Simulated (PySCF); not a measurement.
## Partners of acetonitrile

Gas-phase complexes of acetonitrile, each in one structure from a short search with a few starts, optimised by PBE0-D3(BJ)/def2-SVPD or PBE0-D3(BJ)/def2-TZVPD; other ways of binding may lie lower. Energies in kcal/mol, wB97M-D3(BJ)/def2-TZVPD, counterpoise-corrected (PySCF): interaction is complex less parts frozen as they stand in it, binding adds what it costs to deform them. Contacts are written partner···acetonitrile; electrostatic, Pauli and orbital are terms of the uncorrected same energy, whose rest is dispersion or correlation.

3 other partners are left out, for which the search missed the form known or expected to bind best.

Frequency runs check only 3 of the 7 structures; an imaginary mode is left, so that the point isn't a minimum, in the complex with chlorine (20i cm⁻¹).

Question: Order these partners of acetonitrile by binding energy, strongest first: Be2+, PH2F, chlorine, BeF2, Li+, methane, hydrogen chloride.

Answer: Be2+ (-193.3), Li+ (-45.4), BeF2 (-19.8), hydrogen chloride (-5.5), PH2F (-3.0), chlorine (-1.6), methane (-1.2).
```json
{"partner": "Be2+", "contact": "Be···N", "distance (Å)": "1.50", "binding": "-193.3", "interaction": "-195.3", "electrostatic": "-100.9", "Pauli": "52.6", "orbital": "-145.8"}
{"partner": "Li+", "contact": "Li···N", "distance (Å)": "1.88", "binding": "-45.4", "interaction": "-45.6", "electrostatic": "-40.6", "Pauli": "14.9", "orbital": "-19.4"}
{"partner": "BeF2", "contact": "Be···N", "distance (Å)": "1.75", "binding": "-19.8", "interaction": "-30.7", "electrostatic": "-42.2", "Pauli": "41.4", "orbital": "-29.7"}
{"partner": "hydrogen chloride", "contact": "H···N", "distance (Å)": "1.90", "binding": "-5.5", "interaction": "-5.7", "electrostatic": "-10.5", "Pauli": "11.5", "orbital": "-6.0"}
{"partner": "PH2F", "contact": "F···H", "distance (Å)": "2.48", "binding": "-3.0", "interaction": "-3.3", "electrostatic": "-3.6", "Pauli": "2.7", "orbital": "-1.0"}
{"partner": "chlorine", "contact": "Cl···N", "distance (Å)": "2.73", "binding": "-1.6", "interaction": "-2.0", "electrostatic": "-5.9", "Pauli": "8.3", "orbital": "-3.5"}
{"partner": "methane", "contact": "H···C", "distance (Å)": "2.80", "binding": "-1.2", "interaction": "-1.2", "electrostatic": "-1.0", "Pauli": "1.3", "orbital": "-0.4"}
```

Multiply charged ions in the gas phase bind far more strongly than in solution.
